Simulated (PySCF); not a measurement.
# How well do the runs reproduce experiment for diethyl ketone?

**Measured values to compare with.**

NIST CCCBDB Release 22 (SRD 101), experimental polarizabilities lists, for the gas: mean polarisability 9.93 Å³.

The results are set against them at the end.

Compound: diethyl ketone, C5H10O.
SMILES with atom numbers: `[CH3:1][CH2:2][C:3](=[O:4])[CH2:5][CH3:6]` (hydrogens: H7, H8, H9 on C1; H10, H11 on C2; H12, H13 on C5; H14, H15, H16 on C6)

Cartesian coordinates in Å at the PBE0-D3(BJ)/def2-SVP level; atoms count from 1:
```xyz
16
C5H10O angstrom
C      2.4870    0.0750   -0.0088
C      1.1501    0.0555   -0.7222
C     -0.0384    0.0966    0.2162
O      0.0915    0.3198    1.3966
C     -1.3977   -0.1599   -0.4022
C     -2.5544    0.1588    0.5235
H      2.6082   -0.8149    0.6263
H      3.3201    0.1027   -0.7257
H      2.5614    0.9513    0.6502
H      1.0475    0.9258   -1.3967
H      1.0456   -0.8234   -1.3822
H     -1.4090   -1.2258   -0.6974
H     -1.4632    0.3949   -1.3543
H     -3.5168   -0.1117    0.0659
H     -2.5794    1.2307    0.7692
H     -2.4508   -0.3853    1.4726
```

Runs made with PySCF (gas phase, on this PBE0-D3(BJ)/def2-SVP geometry; no spin–orbit coupling):

```
          level                                                               job  basis functions
B3LYP/def2-SVPD  6 singlets by full TDDFT, polarisability, dynamic polarisability              203
```

**Comparison with experiment**

**Mean polarisability.** Measured: 9.93 Å³ (NIST CCCBDB Release 22 (SRD 101), experimental polarizabilities).

```tsv
level	computed (Å³)	computed − measured (Å³)	% (from the printed values)
B3LYP/def2-SVPD	9.71	-0.22	-2
```

The computed values are static and purely electronic, with core orbitals frozen in the response (1 au = 0.148185 Å³). The table of measured values doesn't say here whether a value is static or optical, or holds a vibrational part. The measurement averages over conformers, the calculation has one.

The geometry is computed, not the measured one. Where a level misses, the cause wasn't examined.
